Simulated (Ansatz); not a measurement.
Input for Ansatz (a quantum-chemistry and plane-wave program): U-CCSD(T)/aug-cc-pV(T+d)Z on H3Si (SMILES [SiH3]), 2S+1 = 2, atoms moved off the minimum. Files ending in .json are basis or fitting sets from the Basis Set Exchange.

Ansatz 0.2 input:
```yaml
crystal:
  periodic: [false, false, false]
  atoms:
    - {symbol: Si, position_ang: [-0.00066388, -0.01977104, 0.01895295]}
    - {symbol: H, position_ang: [-0.63485980, 1.30430133, -0.40009272]}
    - {symbol: H, position_ang: [1.43146025, -0.09842458, -0.40088324]}
    - {symbol: H, position_ang: [-0.78523145, -1.18105694, -0.34997548]}
basis:
  gaussian:
    orbitals: aug-cc-pV_T+d_Z.json
magnetization: {spin_polarized: true, initial_magnetization: 1}
correlation: {method: ccsd_t, electrons: outside_noble_gas}
scf: {omitted_lower_state_checks: [cluster_reference]}
output: {forces: true}
```

Program output:

```
WARN ansatz: RAYON_NUM_THREADS=1 ignored (pool sized by the plan → 1); use --threads N
Functional definition: HF
these checks for a lower state are left out or cut short: cluster_reference
integrals: 0.33 GiB planned
697 factors; integrals over basis functions are off by at most 1.3e-3 eV
mean field: 0.26 GiB planned
mean field evaluation 1: about -7907.9887 eV, gradient 7.2e0 eV
mean field evaluation 2: about -7907.9889 eV, gradient 7.2e0 eV
mean field evaluation 4: about -7908.7346 eV, gradient 6.5e-1 eV
mean field evaluation 8: about -7908.7455 eV, gradient 1.8e-3 eV
mean field -7908.74545044 eV, -290.6410345634 hartree, gradient 2.9e-6 eV, S^2 0.755830; 0 other end points of the search recorded, 0 dependent functions left out
5 core orbitals not correlated
reference -7908.74545044 eV, -290.6410345634 hartree; 4, 3 occupied and 115, 116 virtual orbitals, 697 factors
densities: 1.86 GiB planned
second order -3.22819407 eV of doubles, -0.00000000 eV of singles
coupled cluster: 1.08 GiB planned
cycle   1  -3.73034382 eV  change   -5.0e-1 eV  update   5.5e-2
cycle   2  -3.93222068 eV  change   -2.0e-1 eV  update   2.1e-2
cycle   3  -3.93941620 eV  change   -7.2e-3 eV  update   6.4e-3
cycle   4  -3.93898213 eV  change    4.3e-4 eV  update   2.3e-3
cycle   5  -3.93865899 eV  change    3.2e-4 eV  update   9.9e-4
cycle   6  -3.93868142 eV  change   -2.2e-5 eV  update   3.4e-4
cycle   7  -3.93879214 eV  change   -1.1e-4 eV  update   1.3e-4
cycle   8  -3.93881974 eV  change   -2.8e-5 eV  update   4.0e-5
cycle   9  -3.93880956 eV  change    1.0e-5 eV  update   1.3e-5
cycle  10  -3.93880935 eV  change    2.1e-7 eV  update   5.2e-6
cycle  11  -3.93880976 eV  change   -4.1e-7 eV  update   1.9e-6
perturbative correction -0.10185121 eV, -0.0037429628 hartree
the calculation of the forces begins
Total energy: -7912.78611141 eV, -290.7895261151 hartree
Atom 0 at    -0.000664    -0.019771     0.018953 Å, force     0.286810     1.180881     0.157427 eV/Å
Atom 1 at    -0.634860     1.304301    -0.400093 Å, force     0.282480    -0.703885     0.123864 eV/Å
Atom 2 at     1.431460    -0.098425    -0.400883 Å, force    -0.276289    -0.038176    -0.016429 eV/Å
Atom 3 at    -0.785231    -1.181057    -0.349975 Å, force    -0.293001    -0.438820    -0.264863 eV/Å
Dipole moment:    -0.005886    -0.023276    -0.016833 e Å
Checks for a lower state left out: cluster_reference
```

The run converged.

Cost: around 40 core-seconds (rough).
